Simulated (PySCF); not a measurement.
Does the answer move with the share of exact exchange?

Species: 1,2-dimethoxyethane, C4H10O2.
Numbering: `[CH3:1][O:2][CH2:3][CH2:4][O:5][CH3:6]` (hydrogens: H7, H8, H9 on C1; H10, H11 on C3; H12, H13 on C4; H14, H15, H16 on C6)

Torsions of this conformer, `[CH3:1][O:2][CH2:3][CH2:4][O:5][CH3:6]`: C1–O2–C3–C4 180°, O2–C3–C4–O5 180°, C3–C4–O5–C6 180°.

PySCF, def2-SVPD basis, density fitting, gas phase, PBE0-D3(BJ)/def2-SVP geometry; singlet excitations by full TDDFT with frozen cores, triplets by Tamm–Dancoff TDDFT and ionisation energies by ΔSCF, from the lowest of the holes tried. One functional is left out:

```json
{"functional": "LDA", "exact exchange (%)": "0", "HOMO energy (eV)": "-5.97", "LUMO energy (eV)": "0.06", "lowest singlet excitation (eV)": "6.04", "lowest triplet excitation (eV)": "5.98", "mean polarisability (au)": "67.0", "vertical ionisation energy (eV)": "8.89"}
{"functional": "PBE", "exact exchange (%)": "0", "HOMO energy (eV)": "-5.88", "LUMO energy (eV)": "0.13", "lowest singlet excitation (eV)": "6.03", "lowest triplet excitation (eV)": "5.94", "mean polarisability (au)": "66.0", "vertical ionisation energy (eV)": "8.77"}
{"functional": "PBE0", "exact exchange (%)": "25", "HOMO energy (eV)": "-7.47", "LUMO energy (eV)": "0.82", "lowest singlet excitation (eV)": "7.07", "lowest triplet excitation (eV)": "6.89", "mean polarisability (au)": "62.8", "vertical ionisation energy (eV)": "9.37"}
{"functional": "BHandHLYP", "exact exchange (%)": "50", "HOMO energy (eV)": "-9.04", "LUMO energy (eV)": "1.27", "lowest singlet excitation (eV)": "7.80", "lowest triplet excitation (eV)": "7.58", "mean polarisability (au)": "60.6", "vertical ionisation energy (eV)": "9.89"}
```

Question: Predict the row of B3LYP (20 % exact exchange) by straight lines through the other rows, and check it.

Answer: 
```tsv
property	line	computed	computed − line	PBE0 (25 %), for comparison
HOMO energy (eV)	-7.17	-7.24	-0.07	-7.47
LUMO energy (eV)	0.60	0.52	-0.08	0.82
lowest singlet excitation (eV)	6.78	6.81	+0.03	7.07
lowest triplet excitation (eV)	6.64	6.67	+0.03	6.89
mean polarisability (au)	63.9	63.5	-0.4	62.8
vertical ionisation energy (eV)	9.26	9.34	+0.08	9.37
```

Question: Which of these properties follows the share of exact exchange most closely, and which least?

Answer: Most closely the HOMO energy, least the mean polarisability; the correlations over the tabulated rows are HOMO energy -1.000, lowest triplet excitation 0.997, lowest singlet excitation 0.996, vertical ionisation energy 0.995, LUMO energy 0.992, mean polarisability -0.982. The HOMO energy moves by -0.623 eV for every 10 %. Functionals with the same share still differ in their other parts: at 0 % LDA and PBE differ by 0.09 eV in it.
